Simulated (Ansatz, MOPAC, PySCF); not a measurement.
System: allene, C3H4, net charge 0, singlet state. SMILES: C=C=C
Coordinates optimised at B3LYP-D3(BJ)/def2-TZVP (Ansatz, a program for electronic structure):
```xyz
7

C      0.0000     0.0000     0.0000
C     -0.0052     0.0000     1.3001
C      0.0052     0.0000    -1.3001
H     -0.0108     0.9262     1.8632
H     -0.0040    -0.9263     1.8631
H      0.9337     0.0035    -1.8595
H     -0.9188    -0.0034    -1.8668
```
Charge 0, spin multiplicity 1.

Unscaled harmonic wavenumbers (cm⁻¹) in rising order, each level at the stationary point that it reaches from this structure (no distance between atoms moves by over 0.3 Å); the order of modes can differ between levels, and a negative number is imaginary. B3LYP-D3(BJ)/def2-TZVP (PySCF, at the structure above): 372, 372, 873, 873, 883, 1020, 1020, 1113, 1429, 1486, 2047, 3124, 3129, 3199, 3199.

AM1 (MOPAC): 373, 373, 739, 1011, 1011, 1023, 1023, 1236, 1377, 1483, 2272, 3155, 3155, 3197, 3201. Zero-point energy 35.2 against 34.5 kcal/mol; where all levels lie over 400 cm⁻¹, the wavenumbers are on average 1.027 times those of B3LYP-D3(BJ)/def2-TZVP.

B3LYP/6-31G* (Ansatz): 386, 386, 864, 864, 888, 1036, 1036, 1122, 1455, 1511, 2074, 3145, 3149, 3217, 3217. Zero-point energy 34.8 against 34.5 kcal/mol; where all levels lie over 400 cm⁻¹, the wavenumbers are on average 1.007 times those of B3LYP-D3(BJ)/def2-TZVP.
